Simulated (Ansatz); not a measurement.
O2−, SMILES `[O][O-]` radical, relaxed with UKS PBE-D4/def2-SVPD in the Gaussian-basis code of Ansatz from a rough embedded geometry. The force threshold is 0.03 eV/Å; the program also tests the step.

Total charge -1; spin multiplicity 2.

Start:

```xyz
2

O     0.633   -0.148    0.166
O    -0.633    0.148   -0.166
```

```csv
step,energy (eV),largest force (eV/Å),largest move (Å)
1,-4084.3051,0.257,0.000
2,-4084.3058,0.121,0.002
3,-4084.3060,0.002,0.002
```

End:

```xyz
2

O     0.636   -0.148    0.166
O    -0.636    0.148   -0.166
```

Hardware: 2 threads of an AMD EPYC 7R13 on a shared host. Wall time 1.3 s, peak host memory 0.12 GiB.
